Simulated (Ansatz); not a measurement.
## Hg (within 0.1 Å of Im-3m, No. 229, 1 atom in the cell)

The numbers are results of r²SCAN in Ansatz (plane waves, PAW), not measurements.

Settings: plane-wave cutoff 500 eV, 28×28×28 k mesh, Fermi–Dirac smearing 0.1 eV, scalar-relativistic PAW data made under PBE.

Cell (relaxed at this level):

Space group I4/mmm (No. 139); a = b = 3.783 Å, c = 3.749 Å, α = β = γ = 90.00°

```
atom  site  symmetry       x       y       z
----  ----  --------  ------  ------  ------
Hg      2a     4/mmm  0.0000  0.0000  0.0000
```
(The calculation used a cell of 1 atom; values per cell refer to that cell.)

```
Property         Result
--------  -------------
band gap  zero (no gap)
```

Spin–orbit coupling is not included; it can shift volumes and moduli of such heavy elements.

Ansatz is a quantum-chemistry and plane-wave program.
